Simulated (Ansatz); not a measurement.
**Other spins and charges of GaH₃⁺, doublet at one geometry**

Geometry (PBE0/def2-TZVP stationary point for this spin, not checked as a minimum):

```xyz
4

Ga    0.0000    0.0253    0.0000
H     0.0000   -2.0473    0.0000
H     0.0000    0.1474   -1.5272
H     0.0000    0.1474    1.5272
```

Basis aug-cc-pVDZ; Ansatz 0.2.0. Only valence electrons are correlated (noble-gas cores and the filled d shells of p-block atoms frozen). R marks a restricted (for open shells ROHF) determinant, U an unrestricted one. Active spaces: valence = (5e, 7o) chosen from the atoms' valence shells. No spin–orbit coupling is included, and no scalar relativity.

Gaps are energies of the second state less the first, at fixed atoms, for a selection of the levels run; each method lands on the state that its own search finds for that charge and spin.

HF rows are the lowest solutions found. Coupled cluster chose its determinant by trial CCSD, here up to 0.13 eV above the lowest Hartree–Fock solution of its kind, and MP2 stands on that determinant too.

Quartet less doublet: 6.025 eV at full CI (doublet A1, quartet A2, in C2v).

| level | gap (eV) | error (meV) |
| --- | --- | --- |
| RMP2 | 6.073 | 48 |
| RCCSD(T)* | 6.030 | 5 |
| BCCD(T)* | 6.030 | 5 |
| RCCSDT* | 6.021 | -4 |
| RCCSDT(Q)* | 6.020 | -5 |
| NEVPT2 (valence space) | 6.052 | 27 |
| MRCISD (valence space) | 6.040 | 15 |
| wB97M-V | 6.088 | 63 |
| B2PLYP | 5.995 | -30 |
| RPA-PBE | 5.842 | -183 |

An asterisk marks runs whose energy the program itself flagged as in doubt.

Q: PBE gives -6.208 eV for adding an electron, to the triplet. Estimate what UCCSDT(Q) gives in aug-cc-pVDZ.

A: UCCSDT(Q) in aug-cc-pVDZ gives -5.980 eV, so against it PBE is off by -0.228 eV.

```
                   level  gap (eV)  error (meV)
                     UHF    -5.539          441
                    UMP2    -5.847          133
                   UCCSD    -5.943           37
                UCCSD(T)    -5.971            9
                 BCCD(T)    -5.966           14
                  UCCSDT    -5.980            0
  CASSCF (valence space)    -5.446          534
  NEVPT2 (valence space)    -5.799          181
  MRCISD (valence space)    -5.937           43
MRCISD+Q (valence space)    -5.973            7
                  r2SCAN    -6.309         -329
                  B97M-V    -6.110         -130
                    PBE0    -6.181         -201
                   B3LYP    -6.179         -199
                 wB97M-V    -6.069          -89
                  B2PLYP    -5.998          -18
                PBE-QIDH    -6.067          -87
                 RPA-PBE    -6.184         -204
```

Adding an electron, to the singlet: -8.679 eV at UCCSDT(Q).

| level | gap (eV) | error (meV) |
| --- | --- | --- |
| UCCSD(T) | -8.672 | 7 |
| BCCD(T) | -8.672 | 7 |
| UCCSDT | -8.678 | 1 |
| NEVPT2 (valence space) | -8.447 | 232 |
| MRCISD (valence space) | -8.650 | 29 |
| PBE | -8.719 | -40 |
| r2SCAN | -8.700 | -21 |
| B97M-V | -9.017 | -338 |
| wB97M-V | -8.783 | -104 |
| RPA-PBE | -8.930 | -251 |

In so small a basis the reference is far from its limit while semilocal and hybrid functionals are nearer theirs (RPA and double hybrids share much of the reference's basis error), so the functionals' errors here hold much of the reference's basis and frozen-core error, which can add to them or hide them.

The reference is named with each gap: full CI where it ran, else the highest cluster level, uncertain by about the last step of the series. The frozen core follows each run's orbitals, which can shift R against U totals by a few meV for light atoms and by up to 0.1 eV past Ca.
